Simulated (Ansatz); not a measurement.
Ideal-gas functions of C2H2ClNO (`N=C(Cl)C=O`) at 500 K and 1 bar, from an Ansatz frequency run at PBE0-D4/def2-TZVP.

Molar mass 91.5 g/mol, point group Cs (symmetry number 1), electronic degeneracy 1, moments of inertia 88.142, 132.262, 220.404 u Å². Harmonic wavenumbers (cm⁻¹, unscaled): 139, 217, 430, 477, 619, 636, 915, 1015, 1036, 1262, 1365, 1730, 1853, 2984, 3518.

Use S(trans) = R[1.5 ln M + 2.5 ln T − 1.1517]; rotational temperatures θ = 24.2544 K / I; S(rot) = R[ln(√π/σ · √(T³/θAθBθC)) + 1.5]; for each mode x = 1.438777 ν̃/T, S = R[x/(eˣ − 1) − ln(1 − e⁻ˣ)] and H = RT x/(eˣ − 1); 1 cm⁻¹ = 0.0119627 kJ/mol; R = 8.31446 J/(mol·K).

**Question.** By hand: the entropy, in J/(mol·K).

**Answer.** Translation 175.9. Rotation: θ = 0.2752, 0.1834, 0.11 K, giving 116.3. Vibration, mode by mode: 15.99, 12.36, 7.05, 6.30, 4.53, 4.36, 2.32, 1.84, 1.76, 1.04, 0.82, 0.34, 0.26, 0.01, 0.00, in all 59.0. Electronic 0.0. Sum 351.2 J/(mol·K).

**Question.** By hand: H − E and G − E in kJ/mol, counted from the electronic energy.

**Answer.** Zero-point energy ½ × 18196 × 0.0119627 = 108.8; thermal vibration 16.6; translation, rotation and pV give 4 RT = 16.6. H − E = 142.0 kJ/mol, and G − E = 142.0 − 500 × 351.2/1000 = -33.6 kJ/mol.

Vibration gives 17 % of the entropy, 16.0 J/(mol·K) of it from the mode under 150 cm⁻¹: soft modes count most, and the harmonic formula is weakest for them. The sum counts one conformer and one mirror image; others add a mixing term.
